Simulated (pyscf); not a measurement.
Structures and frequencies: ωB97X-D3(BJ)/def2-SVP in PySCF. Correlated levels are frozen-core, on RHF or UHF. ΔMP2 is the change of the MP2 total energy from the triple- to the quadruple-zeta basis.

SMILES: [SiH](=[Se])F
```xyz
4

F      1.5175    -0.8761    -0.6743
Si     0.1196    -0.0845    -0.8440
Se    -0.1616     1.9338    -0.6663
H     -0.8553    -1.1544    -1.1451
```
Charge 0, spin multiplicity 1.

Question: How much does it cost (ΔH, 298 K, CCSD(T)/def2-TZVPP + ΔMP2(QZVPP)) to split F–SiH=Se (SMILES F[SiH]=[Se]) at its F–Si bond into F• + [HSi=Se]•?

Answer: F–Si to F• + [HSi=Se]•: 142.5 kcal/mol. The radicals are drawn with the spin at the cut bond; how far it spreads was not checked. The CCSD(T) − MP2 part came from Ansatz, without density fitting, on the same reference. The frozen core leaves the outer d or s,p core shells of the metals and heavy elements correlated in the MP2 and CC values, and def2-TZVPP describes them poorly, which can shift differences by a few kcal/mol. Left out: the spin-orbit lowering of F. Elements up to Kr have no core potential and no relativistic terms here.
